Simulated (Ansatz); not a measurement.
Start from `C=NO` and change one atom or group to get `BN=C`.

Ansatz, PBE0-D4/def2-TZVP geometries, multiplicity 1. Each molecule was computed in one conformer, which needn't be the lowest.

```csv
property,`C=NO`
LUMO energy (PBE/def2-TZVPP) / eV,-1.32
HOMO–LUMO gap (PBE0/def2-TZVPP) / eV,7.58
size of the dipole moment (PBE/def2-TZVPP) / D,0.14
HOMO energy (B3LYP/def2-TZVPP) / eV,-7.58
HOMO energy (PBE/def2-TZVPP) / eV,-6.42
zero-point energy (PBE0-D4/def2-TZVP) / kJ/mol,118.0
```

Question: Give the same properties after the change, and the shifts. (An estimate is asked.)

Answer: Computed: 
| property | `BN=C` | shift |
| --- | --- | --- |
| LUMO energy (PBE/def2-TZVPP) / eV | -2.00 | -0.68 |
| HOMO–LUMO gap (PBE0/def2-TZVPP) / eV | 7.01 | -0.57 |
| size of the dipole moment (PBE/def2-TZVPP) / D | 2.05 | 1.91 |
| HOMO energy (B3LYP/def2-TZVPP) / eV | -7.70 | -0.12 |
| HOMO energy (PBE/def2-TZVPP) / eV | -6.64 | -0.22 |
| zero-point energy (PBE0-D4/def2-TZVP) / kJ/mol | 134.9 | 16.9 |

With PBE0 the HOMO falls by 0.11 eV and the LUMO falls by 0.68 eV, so the gap narrows by about 0.57 eV. PBE moves the HOMO by -0.22 eV and ωB97M-V by -0.09 eV. The zero-point energy changes by 16.9 kJ/mol with +3 modes. Dipoles are sizes alone; their direction can turn.

B3LYP here is the variant with VWN-RPA as its local correlation; programs differ in this.
